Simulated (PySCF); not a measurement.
## Two-photon absorption: SMILES C[c-]1cccc1, [C6H7]-, charge -1

Geometry (Å), atoms numbered from 1 in this order:
```xyz
13

C    -1.9738    0.1585   -0.1333
C    -0.4849    0.0766   -0.0223
C     0.3958    1.1671    0.1041
C     1.7150    0.6734    0.1310
C     1.6529   -0.7267    0.0231
C     0.2962   -1.0937   -0.0705
H    -2.4739   -0.6482    0.4191
H    -2.3421    0.0977   -1.1702
H    -2.3477    1.1053    0.2748
H     0.0980    2.2101    0.1709
H     2.6174    1.2677    0.2330
H     2.4992   -1.4064    0.0263
H    -0.0888   -2.1057   -0.1621
```

Total charge -1.

The calculation used TDDFT CAM-B3LYP/def2-TZVPD excited states, vertical, gas phase in PySCF. Geometry: PBE0-D3(BJ)/def2-TZVP.

For a gas-phase anion, states above the detachment energy (about 1.1 eV, taken as minus the energy of the highest occupied orbital) lie in the continuum and depend on the basis.

Task: Give the one- and two-photon strengths of the lowest singlets.

Result: δ for parallel linear polarisation; σ at the peak of a Lorentzian of half width 0.1 eV, single beam; Ω is circular over linear.
```
state  E (eV)      f  photon λ (nm)  δ (au)  σ (GM)     Ω                                  main
   S1    3.24  0.001            765    8.45    0.03  1.45                        HOMO→LUMO 0.89
   S2    3.43  0.000            723     325    1.40  1.50  HOMO−1→LUMO 0.78, HOMO−1→LUMO+1 0.17
   S3    3.63  0.010            683     405    1.96  1.50                      HOMO→LUMO+1 0.90
   S4    3.85  0.000            645      69    0.37  1.50  HOMO−1→LUMO+1 0.70, HOMO→LUMO+2 0.14
   S5    3.96  0.003            626    11.9    0.07  1.49  HOMO→LUMO+2 0.80, HOMO−1→LUMO+1 0.10
   S6    4.01  0.036            619    2.93    0.02  1.36                    HOMO−1→LUMO+2 0.92
```

Among these, the strongest one-photon state is S6, the strongest two-photon state S3.
